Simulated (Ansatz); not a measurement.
Ansatz (an electronic-structure program) input (MP2/6-31G*):

Ansatz 0.2 input:
```yaml
crystal:
  periodic: [false, false, false]
  atoms:
    - {symbol: F, position_ang: [-0.00000000, -0.00000000, -0.64654644]}
    - {symbol: F, position_ang: [0.00000000, 0.00000000, 0.64654644]}
basis:
  gaussian:
    orbitals: 6-31G*
total_charge: 1
magnetization: {spin_polarized: true, initial_magnetization: 1}
correlation: {method: mp2, electrons: outside_noble_gas}
relax: {f_tol: 0.003, max_steps: 120}
```

From its output:

```
2 core orbitals not correlated
reference -5390.84723487 eV, -198.1099818338 hartree; 7, 6 occupied and 21, 22 virtual orbitals, 269 factors
densities: 0.04 GiB planned
second order -9.31905856 eV of doubles, -0.00000000 eV of singles
the calculation of the forces begins
relax step  42: F+E_penalty+E_count = -5400.16629343 eV  Δ(F+E_penalty+E_count) = +2.391e-4 eV  max|allowed force component| = 1.253e1 eV/Å  Δτ_max = 0.0000 Å  (193 SCF iters, rejected (line search))
Unfinished report: …
this run last wrote the structure of step 20 to last_step.txt
Error: geometry relaxation stalled after 42 steps at max|allowed force component| = 7.22e0 eV/Å: a line search along the steepest descent rejected every trial down to a displacement of 9.8e-6 Å, where the energy changed by +2.39e-4 eV against the -1.41e-4 eV the forces predict — the energy disagrees with the forces at that scale, which further steps cannot mend; in a Gaussian basis set `accuracy: high`, else tighten `scf.convergence` (under a hybrid functional on plane waves `scf.exx.energy_threshold` too), narrow the smearing (`scf.occupations.width`), refine the k-mesh (`kpoints`) and, where the input allows it, the basis (`basis.ecutwfc`)
```

Convergence was not reached.
